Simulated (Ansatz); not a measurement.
CH₃FSi, SMILES `C[Si]F`. The species carries charge 0 and has multiplicity 1.

```xyz
6

C     0.318   -0.282    0.349
Si   -0.167    1.360   -0.442
F    -1.352    0.814   -1.404
H     1.139   -0.180    1.063
H    -0.549   -0.714    0.864
H     0.611   -0.998   -0.430
```

Question: List the harmonic frequencies (cm⁻¹, unscaled) at PBE0-D4/def2-TZVP in Ansatz. (Best estimate.)

Answer: Computed: 79, 278, 525, 665, 735, 839, 1235, 1415, 1428, 3019, 3096, 3135.

Question: Is this a minimum?

Answer: Yes, all 12 modes are real.

Question: Give the ideal-gas thermochemistry at 298.15 K and 1 bar (rigid rotor, harmonic oscillator; point group Cs, symmetry number 1).

Answer: Zero-point energy 98.4 kJ/mol; H(298) − E = 112.9 kJ/mol; entropy 286.7 J/(mol·K), of which translation 160.4, rotation 97.4, vibration 29.0; G(298) − E = 27.4 kJ/mol. Modes under 100 cm⁻¹ are hindered rotations or soft bends, so the harmonic entropy is rough.
